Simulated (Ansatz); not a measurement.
## AlSi, quartet in cc-pVDZ: errors against full CI

Geometry: a PBE0/def2-TZVP stationary point for this spin.

```
atom   x (Å)   y (Å)   z (Å)
  Si  0.0000  0.0000  0.0000
  Al  0.0000  0.0000  2.4162
```

Basis cc-pVDZ; Ansatz 0.2.0. Correlated methods freeze the noble-gas cores, which leaves 7 electrons in 26 orbitals. Prefix R: restricted or restricted open-shell reference; prefix U: unrestricted. Active spaces: valence = (7e, 8o) chosen from the atoms' valence shells.

Full CI is exact within this basis and frozen core; it isn't the basis-set limit. The frozen core follows each run's orbitals, which can shift R against U totals by a few meV.

For open shells CISD is restricted-active-space CI with the open shells as a complete middle space.

```
UHF ⟨S²⟩                          : 3.767
T1 diagnostic (RCCSD)             : 0.0388
largest doubles amplitude (RCCSD) : 0.083
T1 diagnostic (UCCSD)             : 0.0322
```

```
                   level  E − E(full CI) (meV)  share of correlation (%)  wall time
                     RHF                  3801                      0.00          –
                     UHF                  3734                      1.77          –
                    RMP2                  1010                     73.43          –
                    UMP2                  1022                     73.12          –
                    CISD                   374                     90.15      2.1 s
                   RCCSD                   217                     94.30          –
                   UCCSD                   214                     94.37          –
                RCCSD(T)                    58                     98.47      2.2 s
                UCCSD(T)                    58                     98.48      2.7 s
                 BCCD(T)                    57                     98.49      2.4 s
                  RCCSDT                    13                     99.65          –
                  UCCSDT                    13                     99.66          –
               RCCSDT(Q)                     2                     99.95        8 s
               UCCSDT(Q)                     1                     99.98        8 s
  CASSCF (valence space)                  2433                     36.01          –
  NEVPT2 (valence space)                   598                     84.28      3.7 s
  MRCISD (valence space)                   150                     96.05          –
MRCISD+Q (valence space)                   -23                    100.60      5.5 s
```

The correlation energy at full CI, counted from RHF, is -3.801 eV. That run took 4.7 min on 1 thread of Arm Neoverse N1, shared host over 5,352,180 determinants.

Times hold each run's SCF and search for its determinant on a shared host, so for small cases they say little of a method's own cost; they ran on 1 thread of Arm Neoverse N1.

More than 5 meV below full CI, which no variational method can be: MRCISD+Q (valence space).

The full-CI state has the irrep A2 of C2v, in the program's axes (one component, if the state is degenerate).

Natural occupations of full CI about the gap: 1.934 1.870 0.995 0.971 0.971 0.058 0.058 0.035 0.015 0.015; effectively unpaired electrons, Σ n²(2−n)², 3.11.
